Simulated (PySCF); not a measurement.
nitrogen dioxide (NO2), SMILES N(=O)[O], multiplicity 2. Coordinates come from a ωB97X-D3(BJ)/def2-TZVP optimisation.

Computed equilibrium geometry at ωB97X-D3(BJ)/def2-TZVP (PySCF confirms it by a frequency run) as bond lengths and angles, and its point group:
point group C2v.
Atoms: O1 N2 O3. Bond lengths (Å): O1–N2 1.185, N2–O3 1.185. Angles (°): O1–N2–O3 134.5.
Charge 0, spin multiplicity 2.
